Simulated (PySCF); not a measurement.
BH⁺: from constants to spectrum

UHF-CCSD(T) constants of BH⁺, ²Σ⁺ (doublet), unpaired electrons σ ↑ (PySCF, no relativity, basis sets B STO-3G, H STO-3G; masses 11.0093 and 1.0078 u):

```
ωe           : 2635.1 cm⁻¹
ωexe         : 58.7 cm⁻¹
Be           : 11.743 cm⁻¹
αe           : 0.357 cm⁻¹
De to B⁺ + H : 2.08 eV
```

Q: What force constant and bond length do these constants imply?

A: Reduced mass μred = 0.92330 u; k = 5.8918×10⁻⁷·μred·ωe² (u, cm⁻¹, mdyn/Å) = 3.78 mdyn/Å; Re = √(16.8576/(μred·Be)) (u, cm⁻¹, Å) = 1.247 Å.

Q: Estimate the centrifugal constant D from the Kratzer relation and find the Dunham coefficient a1.

A: D = 4Be³/ωe² = 0.000933 cm⁻¹; a1 = −1 − αeωe/(6Be²) = -2.14.

Correlated steps freeze 1 core orbital. For an ion De counts to the pair picked by the measured ionisation energies or electron affinities, which need not be the lowest pair at this level. STO-3G is very small, so such numbers show the basis as much as the molecule. The state was picked by a PBE0 search and need not be the measured ground state.
